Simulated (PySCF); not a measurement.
A structure optimised at PBE-D3(BJ)/def2-TZVPD, used in a PySCF frequency run:

```xyz
2

Li     0.0000     0.0000    -1.1862
F      0.0000     0.0000     0.3954
```
Charge 0, spin multiplicity 1.

### Question
Write its SMILES, formula and point group.

### Answer
[Li][F], FLi, C∞v

### Question
What are its rotational constants (standard atomic weights)?

### Answer
39.743 GHz (linear rotor, B only)
